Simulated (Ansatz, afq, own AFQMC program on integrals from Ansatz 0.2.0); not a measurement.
## AlH$_{2}$O, doublet in cc-pVDZ, levels against CCSDT(Q)

```yaml
atoms:
  - { symbol: Al, position_ang: [0.0000, -0.0822, 0.7026] }
  - { symbol: O, position_ang: [0.0000, 0.0054, -1.1754] }
  - { symbol: H, position_ang: [0.0000, 1.2988, 1.5355] }
  - { symbol: H, position_ang: [0.0000, 0.8153, -1.6851] }
```

Connectivity, by distances: AlH–OH.

Basis cc-pVDZ. Only valence electrons are correlated. AFQMC by an in-house program on the Cholesky factors that Ansatz 0.2.0 writes for its CCSD(T) run. ph-AFQMC/CISD is guided by a CISD state made of CCSD amplitudes; releasing the constraint for a short imaginary time cuts its bias at the price of noise, slowly where states lie close. ± is one standard error of the sampling.

Determinant: UHF, the one that the program's search chose, which needn't be the lowest solution. The geometry is a point of a scan.

No full CI on the walks' own integrals is used here; CCSDT(Q) serves as the reference and is uncertain by about the last step of the cluster series.

Cautions: the released energies move by 1.5 errors or more from one time to the next, so no released level is given (meV from the phaseless value at times in 1/Eh: -17 ± 16 at 0.24, -11 ± 15 at 0.51, 12 ± 12 at 0.99, 17 ± 16 at 1.62, -40 ± 22 at 2.40), though the last usable value meets CCSDT(Q) within the noise.

* T1 diagnostic: 0.0209
* weight of the determinant in the CISD state: 0.903
* ⟨S²⟩ of the determinant: 0.757
* size of the correlated space: 11 electrons in 36 orbitals

```json
{"level": "MP2", "correlation energy (eV)": "-6.5991"}
{"level": "CCSD", "correlation energy (eV)": "-7.0149"}
{"level": "CCSD(T)", "correlation energy (eV)": "-7.1721"}
```

Question: Estimate where phaseless AFQMC with a CISD trial lies against CCSD(T) on the same integrals.

Answer: 1.12 ± 0.54 mEh below CCSD(T).

Reference: CCSDT(Q), correlation energy -7.211 eV.

```
        level  E − E(reference) (mEh)  share of correlation (%)
      CCSD(T)                    1.43                     99.46
        CCSDT                    0.81                     99.69
ph-AFQMC/CISD             0.31 ± 0.54                     99.88
```

A walk keeps the symmetry of its determinant, which the program's search chose and which needn't be the lowest solution, so a lower state of the same spin and another symmetry isn't excluded.
